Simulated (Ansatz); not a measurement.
Basis-set extrapolation for Cl2O2S (`O=S(=O)(Cl)Cl`) (PBE0-D4/def2-TZVP geometry, frozen core, the Gaussian-basis code of Ansatz). Multiplicity 1, RHF reference.

|  | def2-TZVPP | def2-QZVPP |
| --- | --- | --- |
| HF | -1466.303325 | -1466.350610 |
| MP2 correlation | -1.044951 | -1.142156 |
| CCSD(T) correlation | -1.115078 | not run |

Energies in hartree. Use E(X) = E(∞) + A·exp(−7.88·√X) for Hartree–Fock and E(X) = E(∞) + B·X^(−2.97) for correlation, with X = 3 and 4, and add CCSD(T) minus MP2 of the smaller set to the MP2 limit.

Question: What is the CCSD(T) energy at the basis-set limit?

Answer: HF limit: -1466.350610 + (-0.047285) × 0.13774 = -1466.35712. MP2 limit: -1.142156 + (-0.097205) × 0.74074 = -1.21416. Higher-order term: -1.115078 − (-1.044951) = -0.07013. Total: -1467.64141 hartree, 6.07 eV below CCSD(T)/def2-TZVPP.
